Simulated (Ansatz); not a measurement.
Gas-phase electronic energies from Ansatz, PBE0-D4/def2-TZVP geometries. CCSD(T)/CBS adds triple-zeta CCSD(T) − MP2 to the extrapolated MP2 energy (def2 sets, frozen cores). This one scheme is used for every species. Double bonds are as drawn, so ΔE can hold a change between cis and trans. Functionals use def2-TZVPP. B3LYP here is the variant with VWN-RPA as its local correlation; programs differ in this. HSE06 is defined as in plane-wave codes.

Reaction (formal exchange of groups at a C–Cl bond): `C/C=C/Cl` + `C#N` → `C/C=C/C#N` + HCl

Is it downhill or uphill in electronic energy at CCSD(T)/CBS, and by how much? (Estimate.)

Ansatz gave: Downhill: ΔE = -14.2 kcal/mol.

What do these levels give: revPBE-D4, BLYP-D4, r2SCAN-D4, B97M-V, B3LYP-D4, HSE06-D4, BHLYP-D4, r2SCANh, HSE06, CAM-B3LYP, HF/def2-QZVPP, MP2/def2-QZVPP? (Estimate.)

The calculation gave: revPBE-D4 -15.1, BLYP-D4 -15.0, r2SCAN-D4 -16.1, B97M-V -16.9, B3LYP-D4 -15.6, HSE06-D4 -16.0, BHLYP-D4 -15.9, r2SCANh -16.1, HSE06 -16.0, CAM-B3LYP -15.5, HF/def2-QZVPP -15.9, MP2/def2-QZVPP -14.7 kcal/mol.

Largest T1 diagnostic among the species: 0.014.

In def2-TZVPP, CCSD(T) changes the Hartree–Fock value by +1.2 kcal/mol (the triples alone add +0.1 kcal/mol) and MP2 by +1.0 kcal/mol. Leaving LDA and LC-ωPBE aside and taking each functional with its dispersion term where it has one, the values, not all of them listed here, spread over 2.6 kcal/mol, from B97M-V to ωB97M-V. LDA lies −1.4 kcal/mol from PBE without D4.
